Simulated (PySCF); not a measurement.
Pentane, C5H12.
Structure used (PBE0-D3(BJ)/def2-TZVP), in Å, numbered top down from 1:
```
atom  x, y, z in Å
C1    -2.5507   -0.0761    0.1228
C2    -1.2278    0.4819    0.6177
C3    -0.0224   -0.2181    0.0126
C4     1.3076    0.3335    0.4986
C5     2.5046   -0.3693   -0.1173
H6    -3.4005    0.4498    0.5638
H7    -2.6326    0.0135   -0.9641
H8    -2.6490   -1.1362    0.3729
H9    -1.1720    1.5530    0.3909
H10   -1.1795    0.4024    1.7099
H11   -0.0745   -1.2908    0.2381
H12   -0.0695   -0.1388   -1.0811
H13    1.3547    1.4054    0.2748
H14    1.3535    0.2518    1.5908
H15    2.5002   -0.2714   -1.2066
H16    3.4473    0.0432    0.2491
H17    2.4963   -1.4378    0.1155
```

Level: wB97X-D/pcSseg-2 in PySCF, non-relativistic, on one gas-phase PBE0-D3(BJ)/def2-TZVP geometry that isn't relaxed in the solvent. The solvent is an IEF-PCM continuum (cavity from Bondi-type radii × 1.2). Specific hydrogen bonds and non-electrostatic terms are outside this model.

Gas phase at wB97X-D/pcSseg-2: HOMO -10.77 eV, LUMO 2.42 eV, dipole 0.09 D.

Problem. What does the continuum do to the energy, the frontier levels and the dipole at wB97X-D/pcSseg-2 in chloroform?

Solution. 
| solvent | ε | E(solvent) − E(gas) (kcal/mol) | polarisation term (kcal/mol) | distortion of the solute (kcal/mol) | HOMO (eV) | LUMO (eV) | dipole (D) |
| --- | --- | --- | --- | --- | --- | --- | --- |
| chloroform | 4.711 | -0.51 | -0.53 | 0.02 | -10.68 | 2.53 | 0.10 |

The first energy column is the sum of the next two and covers electrostatics alone.

The pairwise dispersion term of wB97X-D wasn't added to the energies; at a given geometry it leaves orbitals and properties as they are.
